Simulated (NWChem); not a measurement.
System: chlorine (Cl₂); SMILES ClCl

NWChem input:

```
start job
memory heap 200 mb stack 900 mb global 1100 mb
geometry units angstroms noautosym nocenter noautoz
  Cl     0.000000     0.000000     1.021525
  Cl     0.000000     0.000000    -1.021525
end
basis spherical
  * library pcsseg-1
end
dft
  xc slater vwn_5
  iterations 150
end
property
  shielding 1 1
  efieldgrad
end
task dft property
```

Output (shortened):

```
             Northwest Computational Chemistry Package (NWChem) 7.3.0
             --------------------------------------------------------

                             Geometry "geometry" -> ""
                             -------------------------

 Output coordinates in angstroms (scale by  1.889725989 to convert to a.u.)

  No.       Tag          Charge          X              Y              Z
 ---- ---------------- ---------- -------------- -------------- --------------
    1 Cl                  17.0000     0.00000000     0.00000000     1.02152500
    2 Cl                  17.0000     0.00000000     0.00000000    -1.02152500

 Effective nuclear repulsion energy (a.u.)      74.8548615848

                              NWChem Property Module
                              ----------------------

  itol2e modified to match energy
  convergence criterion.

                                 NWChem DFT Module
                                 -----------------

 Summary of "ao basis" -> "ao basis" (spherical)
 ------------------------------------------------------------------------------
       Tag                 Description            Shells   Functions and Types
 ---------------- ------------------------------  ------  ---------------------
 Cl                         pcsseg-1                10       24   4s5p1d

  itol2e modified to match energy
  convergence criterion.

            General Information
            -------------------
          SCF calculation type: DFT
          Wavefunction type:  closed shell.
          No. of atoms     :     2
          No. of electrons :    34
           Alpha electrons :    17
            Beta electrons :    17
          Charge           :     0
          Spin multiplicity:     1
          Use of symmetry is: off; symmetry adaption is: off
          Maximum number of iterations: 150
          AO basis - number of functions:    48
                     number of shells:    20
          Convergence on energy requested:  1.00D-07
          Convergence on density requested:  1.00D-05
          Convergence on gradient requested:  5.00D-04

              XC Information
              --------------
                        Slater Exchange Functional  1.000 local
                      VWN V Correlation Functional  1.000 local

             Grid Information
             ----------------
          Grid used for XC integration:  fine
          Radial quadrature: Mura-Knowles
          Angular quadrature: Lebedev.
          Tag              B.-S. Rad. Rad. Pts. Rad. Cut. Ang. Pts.
          ---              ---------- --------- --------- ---------
          Cl                  1.00      123           7.0       770
          Grid pruning is: on
          Number of quadrature shells:   246
          Spatial weights used:  Erf1

      Superposition of Atomic Density Guess
      -------------------------------------

 Sum of atomic energies:        -918.88325630

      Non-variational initial energy
      ------------------------------

 Total energy =    -918.962625
 1-e energy   =   -1419.058907
 2-e energy   =     425.241420
 HOMO         =      -0.357287
 LUMO         =      -0.130831

   convergence    iter        energy       DeltaE   RMS-Dens  Diis-err
 ---------------- ----- ----------------- --------- --------- ---------
 d= 0,ls=0.0,diis     1   -917.3267391846 -9.92D+02  1.18D-02  1.24D+00
 d= 0,ls=0.0,diis     2   -917.3446518931 -1.79D-02  1.08D-02  1.93D-01
 d= 0,ls=0.0,diis     3   -917.3545127109 -9.86D-03  4.45D-03  1.19D-01
 d= 0,ls=0.0,diis     4   -917.3691077297 -1.46D-02  2.95D-04  1.12D-04
 d= 0,ls=0.0,diis     5   -917.3691205063 -1.28D-05  6.89D-05  2.46D-05
  Resetting Diis
 d= 0,ls=0.0,diis     6   -917.3691226367 -2.13D-06  2.47D-06  1.56D-08
 d= 0,ls=0.0,diis     7   -917.3691226386 -1.88D-09  5.40D-07  2.60D-10

         Total DFT energy =     -917.369122638552
      One electron energy =    -1418.875496071797
           Coulomb energy =      480.096918829644
    Exchange-Corr. energy =      -53.445406981242
 Nuclear repulsion energy =       74.854861584843

 Numeric. integr. density =       33.999999992876

                       DFT Final Molecular Orbital Analysis
                       ------------------------------------

 Vector   15  Occ=2.000000D+00  E=-3.684989D-01
              MO Center=  9.4D-12, -1.8D-10, -6.5D-08, r^2= 2.0D+00
   Bfn.  Coefficient  Atom+Function         Bfn.  Coefficient  Atom+Function
  ----- ------------  ---------------      ----- ------------  ---------------
    14      0.278265  1 Cl px                15     -0.277704  1 Cl py
    38      0.278265  2 Cl px                39     -0.277704  2 Cl py
    17      0.220041  1 Cl px                18     -0.219598  1 Cl py
    41      0.220041  2 Cl px                42     -0.219598  2 Cl py
     5     -0.076009  1 Cl px                 6      0.075856  1 Cl py

 Vector   16  Occ=2.000000D+00  E=-2.780983D-01
              MO Center=  1.0D-10,  1.3D-10,  1.0D-07, r^2= 2.3D+00
   Bfn.  Coefficient  Atom+Function         Bfn.  Coefficient  Atom+Function
  ----- ------------  ---------------      ----- ------------  ---------------
    14      0.306662  1 Cl px                15      0.307673  1 Cl py
    38     -0.306662  2 Cl px                39     -0.307673  2 Cl py
    17      0.270207  1 Cl px                18      0.271097  1 Cl py
    41     -0.270207  2 Cl px                42     -0.271097  2 Cl py
     5     -0.082832  1 Cl px                 6     -0.083105  1 Cl py

 Vector   17  Occ=2.000000D+00  E=-2.780983D-01
              MO Center= -1.1D-10, -1.7D-10,  6.3D-08, r^2= 2.3D+00
   Bfn.  Coefficient  Atom+Function         Bfn.  Coefficient  Atom+Function
  ----- ------------  ---------------      ----- ------------  ---------------
    14      0.307673  1 Cl px                15     -0.306662  1 Cl py
    38     -0.307673  2 Cl px                39      0.306662  2 Cl py
    17      0.271097  1 Cl px                18     -0.270207  1 Cl py
    41     -0.271097  2 Cl px                42      0.270207  2 Cl py
     5     -0.083105  1 Cl px                 6      0.082832  1 Cl py

 Vector   18  Occ=0.000000D+00  E=-1.825927D-01
              MO Center= -3.6D-10, -1.8D-10,  3.0D-08, r^2= 2.5D+00
   Bfn.  Coefficient  Atom+Function         Bfn.  Coefficient  Atom+Function
  ----- ------------  ---------------      ----- ------------  ---------------
    19      0.573870  1 Cl pz                43      0.573870  2 Cl pz
    16      0.457381  1 Cl pz                40      0.457381  2 Cl pz
     4     -0.272770  1 Cl s                 28      0.272770  2 Cl s
     3     -0.190862  1 Cl s                 27      0.190862  2 Cl s
     2      0.126592  1 Cl s                 26     -0.126592  2 Cl s

 Vector   19  Occ=0.000000D+00  E= 3.197923D-01
              MO Center= -2.1D-09, -2.0D-09, -1.6D-08, r^2= 2.0D+00
   Bfn.  Coefficient  Atom+Function         Bfn.  Coefficient  Atom+Function
  ----- ------------  ---------------      ----- ------------  ---------------
     3      0.881917  1 Cl s                 27      0.881917  2 Cl s
     4     -0.684489  1 Cl s                 28     -0.684490  2 Cl s
    22      0.413599  1 Cl d  0              46      0.413599  2 Cl d  0
    19      0.386344  1 Cl pz                43     -0.386344  2 Cl pz
    16     -0.359690  1 Cl pz                40      0.359690  2 Cl pz

 Vector   20  Occ=0.000000D+00  E= 3.525889D-01
              MO Center= -2.3D-09,  7.0D-10, -4.0D-07, r^2= 4.7D+00
   Bfn.  Coefficient  Atom+Function         Bfn.  Coefficient  Atom+Function
  ----- ------------  ---------------      ----- ------------  ---------------
     3      1.008021  1 Cl s                 27      1.008021  2 Cl s
     4     -0.944032  1 Cl s                 28     -0.944032  2 Cl s
    19     -0.563667  1 Cl pz                43      0.563667  2 Cl pz
    16      0.468113  1 Cl pz                40     -0.468113  2 Cl pz
     2     -0.313899  1 Cl s                 26     -0.313899  2 Cl s

     Multipole analysis of the density
     ---------------------------------

     L   x y z        total         alpha         beta         nuclear
     -   - - -        -----         -----         ----         -------
     0   0 0 0     -0.000000    -17.000000    -17.000000     34.000000

     1   1 0 0      0.000000      0.000000      0.000000      0.000000
     1   0 1 0      0.000000      0.000000      0.000000      0.000000
     1   0 0 1      0.000000      0.000000      0.000000      0.000000

     2   2 0 0    -19.098922     -9.549461     -9.549461      0.000000
     2   1 1 0      0.000000      0.000000      0.000000      0.000000
     2   1 0 1     -0.000000     -0.000000     -0.000000      0.000000
     2   0 2 0    -19.098922     -9.549461     -9.549461      0.000000
     2   0 1 1      0.000000      0.000000      0.000000      0.000000
     2   0 0 2    -16.595977    -71.647693    -71.647693    126.699409

          -----------------------
          Electric field gradient
          -----------------------

 1 a.u. = 0.324123 10**(16) esu/cm**3  ( or statvolts/cm**2 ) = 0.97174 10**(22) v/m**2

 ------------------------------------------------------------
   Atom      X         Y         Z
 ------------------------------------------------------------
    1 Cl   0.00000   0.00000   1.93040
 ------------------------------------------------------------

 Electric field gradient in molecular frame (a.u.)
         XX             YY             ZZ             XY             XZ             YZ
 ------------------------------------------------------------------------------------------
        3.128938       3.128938      -6.257877       0.000000       0.000000       0.000000

 Principal components (a.u.) and orientation
 of principal axis w.r.t. absolute frame                      Asymmetry parameter eta
 --------------------------------------------------------------------------------------
       -6.257877       3.128938       3.128938                       0.000000

       -0.000000       0.599751       0.800187
       -0.000000       0.800187      -0.599751
        1.000000       0.000000       0.000000

 ------------------------------------------------------------
   Atom      X         Y         Z
 ------------------------------------------------------------
    2 Cl   0.00000   0.00000  -1.93040
 ------------------------------------------------------------

 Electric field gradient in molecular frame (a.u.)
         XX             YY             ZZ             XY             XZ             YZ
 ------------------------------------------------------------------------------------------
        3.128938       3.128938      -6.257876       0.000000      -0.000000      -0.000000

 Principal components (a.u.) and orientation
 of principal axis w.r.t. absolute frame                      Asymmetry parameter eta
 --------------------------------------------------------------------------------------
       -6.257876       3.128938       3.128938                       0.000000

        0.000000       0.705866       0.708345
        0.000000       0.708345      -0.705866
        1.000000      -0.000000       0.000000

          -----------------------------------------
          Chemical Shielding Tensors (GIAO, in ppm)
          -----------------------------------------

                                NWChem CPHF Module
                                ------------------

  scftype          =     RHF
  nclosed          =       17
  nopen            =        0
  variables        =      527
  # of vectors     =        3
  tolerance        = 0.10D-03
  level shift      = 0.00D+00
  max iterations   =       50
  max subspace     =       30

 SCF residual:    2.5950819562089869E-005

Iterative solution of linear equations
  No. of variables      527
  No. of equations        3
  Maximum subspace       30
        Iterations       50
       Convergence  1.0D-04

   iter   nsub   residual    time
   ----  ------  --------  ---------
     1      3    1.56D-05       2.0

      Atom:    1  Cl
        Diamagnetic
   1137.5478     -0.0000     -0.0000
     -0.0000   1137.5478     -0.0000
     -0.0000     -0.0000   1155.1400

        Paramagnetic
  -1079.0945      0.0000     -0.0000
      0.0000  -1079.0945     -0.0000
     -0.0000     -0.0000     -0.0000

        Total Shielding Tensor
     58.4533      0.0000     -0.0000
      0.0000     58.4533     -0.0000
     -0.0000     -0.0000   1155.1400

           isotropic =     424.0155
          anisotropy =    1096.6867

          Principal Components and Axis System
                 1           2           3
             1155.1400     58.4533     58.4533

      1        -0.0000      0.7053      0.7089
      2        -0.0000      0.7089     -0.7053
      3         1.0000      0.0000     -0.0000
```

Level: LDA (Slater exchange, VWN5)/pcSseg-1, GIAO. The geometry was optimised at B3LYP/6-31G* (spherical d). NWChem prints the field gradient with the sign opposite to the second derivative of the potential. The printed shielding anisotropy is the first printed principal value minus the mean of the other two.
